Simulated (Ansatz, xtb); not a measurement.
C2H4Mg: which of two isomers lies lower

We compare a, `C=[CH][MgH]`, a singlet, with b, the triplet with the links of `[CH2]1[CH2][Mg]1`. Both are isolated molecules in the gas phase, relaxed with PBE0-D3(BJ)/pcseg-1.

a (Å):

```xyz
7

C     0.7550   -0.1655    0.3656
C     0.2192   -1.3930    0.4207
Mg   -0.3847    1.5905    0.2744
H     0.8220   -2.3077    0.4686
H    -0.8620   -1.5707    0.4218
H    -1.3416    3.0089    0.2009
H     1.8542   -0.1578    0.3727
```

b (Å):

```json
{"atom": "C", "x (Å)": "-0.4440", "y (Å)": "0.0950", "z (Å)": "0.8663"}
{"atom": "C", "x (Å)": "-0.8036", "y (Å)": "-0.1065", "z (Å)": "-0.5129"}
{"atom": "Mg", "x (Å)": "-0.3109", "y (Å)": "-2.1478", "z (Å)": "0.4079"}
{"atom": "H", "x (Å)": "-1.8536", "y (Å)": "-0.0559", "z (Å)": "-0.8118"}
{"atom": "H", "x (Å)": "-0.0910", "y (Å)": "0.1487", "z (Å)": "-1.3013"}
{"atom": "H", "x (Å)": "0.5392", "y (Å)": "0.5016", "z (Å)": "1.1159"}
{"atom": "H", "x (Å)": "-1.2233", "y (Å)": "0.2970", "z (Å)": "1.6053"}
```

Estimate E(b) − E(a) at the level CCSD(T)/def2-TZVPP.

Calculated at CCSD(T)/def2-TZVPP: E(b) − E(a) = +17.7 kcal/mol, so structure a lies lower.

How the difference moves with the method:

```
              level             geometry  E(b) − E(a) (kcal/mol)  departure from the last row (kcal/mol)  job, with rough time for the two
PBE0-D3(BJ)/pcseg-1  PBE0-D3(BJ)/pcseg-1                     +14.1                                    −3.6                optimisation, 22 s
      HF/def2-TZVPP  PBE0-D3(BJ)/pcseg-1                      +7.7                                   −10.0           part of the CCSD(T) run
     MP2/def2-TZVPP  PBE0-D3(BJ)/pcseg-1                     +15.4                                    −2.4           part of the CCSD(T) run
 CCSD(T)/def2-TZVPP  PBE0-D3(BJ)/pcseg-1                     +17.7                                                        single point, 48 s
```

As drawn, b has 1 C–C, 1 C–Mg, 1 C–H in place of 1 C=C, 1 Mg–H. Structure a has no ring, b a 3-membered ring.

None of the levels shown reverses the order. The largest departure from CCSD(T)/def2-TZVPP is that of HF/def2-TZVPP, 10.0 kcal/mol. Levels run at GFN2-xTB geometries aren't shown. The triplet state of b needn't be its ground state.

With harmonic frequencies from PBE0-D3(BJ)/pcseg-1 (ideal gas, rigid rotor, one conformer each, 298.15 K, 1 atm): the zero-point term adds +2.6 kcal/mol; ΔH is +20.1 and ΔG +20.4 kcal/mol.

Open shells are spin-unrestricted. The correlated steps freeze 3 core orbitals; the last core shell of Mg is correlated, in a basis made for valence electrons. ΔG holds the spin degeneracy. Programs: Ansatz 0.2.0; the last row on 1 thread of Intel(R) Xeon(R) 6975P-C (Granite Rapids) on a shared host.
